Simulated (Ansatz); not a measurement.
# doublet N₂O(+): levels of theory in one basis

```xyz
3

N    -1.1522   -0.3095   -0.0538
N    -0.0659   -0.0177   -0.0031
O     1.0658    0.2863    0.0498
```

Basis set: def2-SVP (spherical functions). Left uncorrelated: 3 orbitals. Charge 1, multiplicity 2.

Computed with Ansatz (development build ahead of 0.2.0); each method stands on the lowest determinant of its kind that the runs found.

| method | E − E(ROHF) (eV) | <S²> of the determinant |
| --- | --- | --- |
| ROHF | 0.00 | 0.75 |
| UHF | -0.56 | 0.98 |
| UHF-MP2 | -12.36 | 0.98 |

(1) What does UHF-CCSD(T) give on the same scale?

(2) Is a single determinant a sound starting point here?

Answers

(1) -13.81 eV.

(2) Only with care. Unrestricted orbitals gain 0.56 eV and <S²> is 0.98 against 0.75 for a pure state, a contamination that matters most for the unrestricted series.

Caution for UHF, UHF-MP2, UHF-CCSD(T): the unrestricted determinant is spin contaminated.
